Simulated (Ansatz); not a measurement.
A made-up structure of SiH₃O (charge +1), closed shell:

```xyz
5
angstrom
O -0.2788 0.3003 -0.2833
Si 0.3125 -0.9291 0.4855
H 1.4568 -1.0121 1.3221
H -1.0784 0.0966 -0.7934
H 0.1440 1.1717 -0.2302
```

It is relaxed with PBE-D4/def2-SVP and then PBE0-D4/def2-TZVP (Ansatz 0.2.0). Atoms count as bonded within 1.22 times the sum of their covalent radii (H–H: 0.88 Å). The end point is not checked to be a true minimum.

Does its bonding change? (Judge from chemistry; the calculation decides.)

The calculation gives: No: no bond forms or breaks.

Where it ends: The first stage lowers the energy by 2.59 eV in 7 steps. It ends as SiH₃O ([OH2][SiH]), total charge +1:
| atom | x (Å) | y (Å) | z (Å) |
| --- | --- | --- | --- |
| O1 | -0.2510 | 0.2339 | -0.2446 |
| Si2 | 0.2277 | -1.3807 | 0.5534 |
| H3 | 1.3905 | -0.6315 | 1.1670 |
| H4 | -1.0267 | 0.3245 | -0.8216 |
| H5 | 0.2156 | 1.0813 | -0.1535 |

Labels in which every atom is bracketed show which atoms are joined, not bond orders.

For scale, one of the runs: PBE0-D4/def2-TZVP relaxation, 86 basis functions, launched by `ansatz run in.yaml --threads 2 --pin off --events-out ev --progress --plain --max-ram 4352MiB`. The run took about 4.5 s on 2 CPU threads of an Arm Neoverse V2 (shared host).
